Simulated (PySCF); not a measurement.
## Chlorine: a sound run and one with changed settings

Sound run: Cl [Ne] 3s2 3p5, Cl⁺ [Ne] 3s2 3p4. All numbers are calculated (PySCF 2.14, the spin-free X2C one-electron Hamiltonian (Gaussian nucleus), in cc-pVTZ-DK (5s4p2d1f, 34 functions)). In the sound run the correlated levels freeze [Ne]. The sound run starts from symmetry-adapted Hartree-Fock orbitals and uses a fine grid where one is needed.

Changed run: the non-relativistic Hamiltonian (point nucleus). This setting is unsound on purpose.

```
species   method  sound run (hartree)  changed run (hartree)  converged
     Cl      UHF           -460.89424             -459.08731        yes
     Cl      PBE           -461.38787             -459.58275        yes
     Cl      LDA           -460.05887             -458.25472        yes
     Cl      MP2           -461.05230             -459.24524        yes
     Cl  CCSD(T)           -461.08065             -459.27368        yes
    Cl⁺      UHF           -460.46221             -458.65428        yes
    Cl⁺      PBE           -460.91208             -459.10596        yes
    Cl⁺      LDA           -459.57431             -457.76917        yes
    Cl⁺      MP2           -460.58581             -458.77785        yes
    Cl⁺  CCSD(T)           -460.61416             -458.80632        yes
```

Ionisation energy of Cl:

```json
{"method": "UHF", "sound run (eV)": "11.756", "changed run (eV)": "11.783"}
{"method": "PBE", "sound run (eV)": "12.947", "changed run (eV)": "12.974"}
{"method": "LDA", "sound run (eV)": "13.185", "changed run (eV)": "13.212"}
{"method": "MP2", "sound run (eV)": "12.694", "changed run (eV)": "12.718"}
{"method": "SCS-MP2", "sound run (eV)": "12.692", "changed run (eV)": "12.717"}
{"method": "CCSD", "sound run (eV)": "12.658", "changed run (eV)": "12.682"}
{"method": "CCSD(T)", "sound run (eV)": "12.694", "changed run (eV)": "12.718"}
```

Most of the change in total energy is the relativistic energy itself. On top of that the contraction fixes the core shape for the Hamiltonian it was made with, so the changed run is not a good calculation with the other Hamiltonian either.

For comparison, NIST gives 12.968 eV between the lowest levels.
